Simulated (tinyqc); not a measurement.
Worked calculation: UHF in the sto-3g basis, for NH3, spin multiplicity 1. One step of it, computed by the program tinyqc.

Task: Iteration 1: diagonalisation and new density. Diagonalise F' = X^T F X, C = X C', fill 5 alpha and 5 beta electrons from the bottom; D(s) = C_occ C_occ^T. Each column has its largest component positive (the first on a tie).

F(alpha) (hartree), order 1N 1s, 1N 2s, 1N 2px, 1N 2py, 1N 2pz, 2H 1s, 3H 1s, 4H 1s:
$$\begin{pmatrix}
-13.454576 & -3.515082 & -0.000006 & 0.000000 & 0.005695 & -0.487252 & -0.487380 & -0.487380 \\
-3.515082 & -1.065065 & -0.000028 & 0.000000 & 0.084750 & -0.329687 & -0.329796 & -0.329796 \\
-0.000006 & -0.000028 & 0.461226 & 0.000000 & 0.000028 & -0.118381 & 0.059181 & 0.059181 \\
0.000000 & 0.000000 & 0.000000 & 0.461233 & 0.000000 & 0.000000 & -0.102496 & 0.102496 \\
0.005695 & 0.084750 & 0.000028 & 0.000000 & 0.586967 & 0.006941 & 0.006497 & 0.006497 \\
-0.487252 & -0.329687 & -0.118381 & 0.000000 & 0.006941 & 0.046551 & -0.080906 & -0.080906 \\
-0.487380 & -0.329796 & 0.059181 & -0.102496 & 0.006497 & -0.080906 & 0.046667 & -0.080954 \\
-0.487380 & -0.329796 & 0.059181 & 0.102496 & 0.006497 & -0.080906 & -0.080954 & 0.046667
\end{pmatrix}$$

F(beta) (hartree), order 1N 1s, 1N 2s, 1N 2px, 1N 2py, 1N 2pz, 2H 1s, 3H 1s, 4H 1s:
$$\begin{pmatrix}
-13.455024 & -3.513926 & -0.000001 & 0.000000 & 0.003826 & -0.487276 & -0.487407 & -0.487407 \\
-3.513926 & -1.059731 & -0.000018 & 0.000000 & 0.090277 & -0.317739 & -0.317711 & -0.317711 \\
-0.000001 & -0.000018 & 0.462312 & 0.000000 & -0.000033 & -0.116347 & 0.058158 & 0.058158 \\
0.000000 & 0.000000 & 0.000000 & 0.462346 & 0.000000 & 0.000000 & -0.100717 & 0.100717 \\
0.003826 & 0.090277 & -0.000033 & 0.000000 & 0.577901 & 0.081259 & 0.081707 & 0.081707 \\
-0.487276 & -0.317739 & -0.116347 & 0.000000 & 0.081259 & 0.044522 & -0.081952 & -0.081952 \\
-0.487407 & -0.317711 & 0.058158 & -0.100717 & 0.081707 & -0.081952 & 0.044611 & -0.082008 \\
-0.487407 & -0.317711 & 0.058158 & 0.100717 & 0.081707 & -0.081952 & -0.082008 & 0.044611
\end{pmatrix}$$

X, order 1N 1s, 1N 2s, 1N 2px, 1N 2py, 1N 2pz, 2H 1s, 3H 1s, 4H 1s:
$$\begin{pmatrix}
-0.380359 & 0.000000 & -0.000157 & 0.724630 & 0.603710 & 0.000000 & 0.000050 & 0.186268 \\
1.129402 & 0.000000 & 0.000341 & -0.106537 & 0.161009 & 0.000000 & 0.000077 & 0.480823 \\
-0.000350 & 0.000000 & 0.902809 & 0.000010 & -0.000013 & 0.000000 & 0.639334 & -0.000069 \\
0.000000 & 0.902810 & 0.000000 & 0.000000 & 0.000000 & 0.639352 & 0.000000 & 0.000000 \\
-0.218580 & 0.000000 & -0.000051 & -0.668873 & 0.720181 & 0.000000 & -0.000005 & -0.095337 \\
-0.527152 & 0.000000 & -0.826929 & -0.157847 & -0.129696 & 0.000000 & 0.465466 & 0.311511 \\
-0.527629 & -0.716040 & 0.413223 & -0.157810 & -0.129665 & 0.403059 & -0.232670 & 0.311601 \\
-0.527629 & 0.716040 & 0.413223 & -0.157810 & -0.129665 & -0.403059 & -0.232670 & 0.311601
\end{pmatrix}$$

Give: F' = X^T F X; orbital energies; coefficients C; F' = X^T F X; orbital energies; coefficients C; D(alpha) after iteration 1; D(beta) after iteration 1.

Result:

F' = X^T F X (alpha) (hartree):
$$\begin{pmatrix}
0.2026 & 0.0000 & -0.0004 & 1.4124 & 1.2774 & 0.0000 & 0.0000 & 0.5486 \\
0.0000 & 0.7718 & 0.0000 & 0.0000 & 0.0000 & 0.2118 & 0.0000 & 0.0000 \\
-0.0004 & 0.0000 & 0.7717 & 0.0010 & 0.0004 & 0.0000 & 0.2119 & 0.0003 \\
1.4124 & 0.0000 & 0.0010 & -5.9683 & -6.0689 & 0.0000 & -0.0008 & -3.0726 \\
1.2774 & 0.0000 & 0.0004 & -6.0689 & -5.0250 & 0.0000 & -0.0004 & -2.9420 \\
0.0000 & 0.2118 & 0.0000 & 0.0000 & 0.0000 & 0.1244 & 0.0000 & 0.0000 \\
0.0000 & 0.0000 & 0.2119 & -0.0008 & -0.0004 & 0.0000 & 0.1243 & -0.0004 \\
0.5486 & 0.0000 & 0.0003 & -3.0726 & -2.9420 & 0.0000 & -0.0004 & -1.8462
\end{pmatrix}$$

orbital energies (alpha) (hartree): MO1 -13.4656, MO2 -0.2866, MO3 0.0611, MO4 0.0612, MO5 0.5173, MO6 0.5980, MO7 0.8349, MO8 0.8350

coefficients C (alpha), order 1N 1s, 1N 2s, 1N 2px, 1N 2py, 1N 2pz, 2H 1s, 3H 1s, 4H 1s:
$$\begin{pmatrix}
0.9921 & -0.2028 & 0.0000 & 0.0000 & -0.2084 & -0.0050 & 0.0001 & 0.0000 \\
0.0341 & 0.6701 & -0.0001 & 0.0000 & 1.0458 & -0.0102 & -0.0005 & 0.0000 \\
0.0000 & 0.0000 & 0.3547 & 0.0000 & 0.0005 & 0.0013 & 1.0479 & 0.0000 \\
0.0000 & 0.0000 & 0.0000 & 0.3548 & 0.0000 & 0.0000 & 0.0000 & 1.0478 \\
-0.0019 & -0.0501 & -0.0006 & 0.0000 & -0.0588 & 1.0084 & -0.0010 & 0.0000 \\
-0.0057 & 0.2510 & 0.6823 & 0.0000 & -0.5904 & 0.0747 & -0.6591 & 0.0000 \\
-0.0057 & 0.2510 & -0.3411 & 0.5908 & -0.5901 & 0.0751 & 0.3298 & -0.5711 \\
-0.0057 & 0.2510 & -0.3411 & -0.5908 & -0.5901 & 0.0751 & 0.3298 & 0.5711
\end{pmatrix}$$

F' = X^T F X (beta) (hartree):
$$\begin{pmatrix}
0.2101 & 0.0000 & -0.0003 & 1.4889 & 1.1975 & 0.0000 & 0.0001 & 0.5518 \\
0.0000 & 0.7671 & 0.0000 & 0.0000 & 0.0000 & 0.2127 & 0.0000 & 0.0000 \\
-0.0003 & 0.0000 & 0.7670 & 0.0005 & 0.0009 & 0.0000 & 0.2128 & 0.0003 \\
1.4889 & 0.0000 & 0.0005 & -5.9218 & -6.0727 & 0.0000 & -0.0005 & -3.1213 \\
1.1975 & 0.0000 & 0.0009 & -6.0727 & -5.0735 & 0.0000 & -0.0008 & -2.8857 \\
0.0000 & 0.2127 & 0.0000 & 0.0000 & 0.0000 & 0.1263 & 0.0000 & 0.0000 \\
0.0001 & 0.0000 & 0.2128 & -0.0005 & -0.0008 & 0.0000 & 0.1262 & -0.0004 \\
0.5518 & 0.0000 & 0.0003 & -3.1213 & -2.8857 & 0.0000 & -0.0004 & -1.8490
\end{pmatrix}$$

orbital energies (beta) (hartree): MO1 -13.4659, MO2 -0.2837, MO3 0.0620, MO4 0.0621, MO5 0.4159, MO6 0.6996, MO7 0.8312, MO8 0.8313

coefficients C (beta), order 1N 1s, 1N 2s, 1N 2px, 1N 2py, 1N 2pz, 2H 1s, 3H 1s, 4H 1s:
$$\begin{pmatrix}
0.9922 & -0.1986 & 0.0000 & 0.0000 & -0.1921 & 0.0903 & 0.0001 & 0.0000 \\
0.0339 & 0.6531 & 0.0002 & 0.0000 & 0.9291 & -0.5031 & -0.0008 & 0.0000 \\
0.0000 & 0.0000 & 0.3512 & 0.0000 & -0.0005 & -0.0022 & 1.0490 & 0.0000 \\
0.0000 & 0.0000 & 0.0000 & 0.3513 & 0.0000 & 0.0000 & 0.0000 & 1.0490 \\
-0.0017 & -0.1201 & 0.0006 & 0.0000 & 0.4555 & 0.8950 & 0.0019 & 0.0000 \\
-0.0057 & 0.2542 & 0.6844 & 0.0000 & -0.4588 & 0.3778 & -0.6564 & 0.0000 \\
-0.0057 & 0.2541 & -0.3423 & 0.5927 & -0.4586 & 0.3763 & 0.3292 & -0.5691 \\
-0.0057 & 0.2541 & -0.3423 & -0.5927 & -0.4586 & 0.3763 & 0.3292 & 0.5691
\end{pmatrix}$$

D(alpha) after iteration 1, order 1N 1s, 1N 2s, 1N 2px, 1N 2py, 1N 2pz, 2H 1s, 3H 1s, 4H 1s:
$$\begin{pmatrix}
1.0689 & -0.3201 & -0.0001 & 0.0000 & 0.0206 & 0.0664 & 0.0664 & 0.0664 \\
-0.3201 & 1.5439 & 0.0005 & 0.0000 & -0.0952 & -0.4495 & -0.4491 & -0.4491 \\
-0.0001 & 0.0005 & 0.1258 & 0.0000 & -0.0002 & 0.2418 & -0.1213 & -0.1213 \\
0.0000 & 0.0000 & 0.0000 & 0.1259 & 0.0000 & 0.0000 & 0.2096 & -0.2096 \\
0.0206 & -0.0952 & -0.0002 & 0.0000 & 0.0060 & 0.0218 & 0.0223 & 0.0223 \\
0.0664 & -0.4495 & 0.2418 & 0.0000 & 0.0218 & 0.8771 & 0.1787 & 0.1787 \\
0.0664 & -0.4491 & -0.1213 & 0.2096 & 0.0223 & 0.1787 & 0.8767 & 0.1786 \\
0.0664 & -0.4491 & -0.1213 & -0.2096 & 0.0223 & 0.1787 & 0.1786 & 0.8767
\end{pmatrix}$$

D(beta) after iteration 1, order 1N 1s, 1N 2s, 1N 2px, 1N 2py, 1N 2pz, 2H 1s, 3H 1s, 4H 1s:
$$\begin{pmatrix}
1.0608 & -0.2746 & 0.0001 & 0.0000 & -0.0653 & 0.0320 & 0.0320 & 0.0320 \\
-0.2746 & 1.2909 & -0.0003 & 0.0000 & 0.3448 & -0.2604 & -0.2604 & -0.2604 \\
0.0001 & -0.0003 & 0.1234 & 0.0000 & 0.0000 & 0.2406 & -0.1200 & -0.1200 \\
0.0000 & 0.0000 & 0.0000 & 0.1234 & 0.0000 & 0.0000 & 0.2082 & -0.2082 \\
-0.0653 & 0.3448 & 0.0000 & 0.0000 & 0.2220 & -0.2391 & -0.2397 & -0.2397 \\
0.0320 & -0.2604 & 0.2406 & 0.0000 & -0.2391 & 0.7435 & 0.0408 & 0.0408 \\
0.0320 & -0.2604 & -0.1200 & 0.2082 & -0.2397 & 0.0408 & 0.7434 & 0.0408 \\
0.0320 & -0.2604 & -0.1200 & -0.2082 & -0.2397 & 0.0408 & 0.0408 & 0.7434
\end{pmatrix}$$
